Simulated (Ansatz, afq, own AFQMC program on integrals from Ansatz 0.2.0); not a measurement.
## Where AFQMC and coupled cluster stand for AlGa, singlet

```
atom   x (Å)   y (Å)   z (Å)
  Al  0.0000  0.0000  0.0000
  Ga  0.0000  0.0000  3.5930
```

Basis cc-pVDZ. Noble-gas cores (and the filled d shells of Ga–Kr and In–Xe) are frozen. Ansatz 0.2.0 and our own AFQMC program on the same integrals; the CISD trial comes from CCSD amplitudes, and released means the phaseless constraint is let go. Uncertainties: one standard error, sampling alone. No spin–orbit coupling.

Determinant: RHF, the one that the program's search chose, which needn't be the lowest solution. The geometry is a point of a scan.

Full CI on the same integrals is exact in this basis and with this determinant's frozen core.

Cautions: no relativity below Rb; no spin-orbit coupling; inner d shell frozen; another spin lies lower; restricted determinant unstable towards unrestricted (UHF 394 meV lower, ⟨S²⟩ 1.01); strong correlation (T1 0.021, weight of the determinant 0.83, largest double 0.21); the released energies are still falling, so no released level is given (meV from the phaseless value at times in 1/Eh: -4 ± 3 at 0.24, -8 ± 3 at 0.51, -11 ± 3 at 0.99, -16.3 ± 2.1 at 1.62, -20 ± 3 at 2.40).

* T1 diagnostic: 0.0214
* weight of the determinant in the CISD state: 0.828
* size of the correlated space: 6 electrons in 26 orbitals

```json
{"level": "MP2", "correlation energy (eV)": "-2.2172"}
{"level": "CCSD", "correlation energy (eV)": "-3.1899"}
{"level": "CCSD(T)", "correlation energy (eV)": "-3.3039"}
```

(1) Estimate where phaseless AFQMC with a CISD trial lies against CCSD(T) on the same integrals.

(1) 0.35 ± 0.07 kcal/mol below CCSD(T).

Reference: full CI, correlation energy -3.361 eV.

```csv
level,E − E(reference) (kcal/mol),share of correlation (%)
CCSD(T),1.31,98.31
CCSDT,0.40,99.49
CCSDT(Q),0.12,99.84
CCSDTQ,0.02,99.97
ph-AFQMC/CISD,0.96 ± 0.07,98.76
```

CCSDT and higher add their correlation energy to the determinant of the CCSD(T) run, since their own runs factorise the integrals more tightly (a shift of under 2 meV). A walk keeps the symmetry of its determinant, which the program's search chose and which needn't be the lowest solution, so a lower state of the same spin and another symmetry isn't excluded.
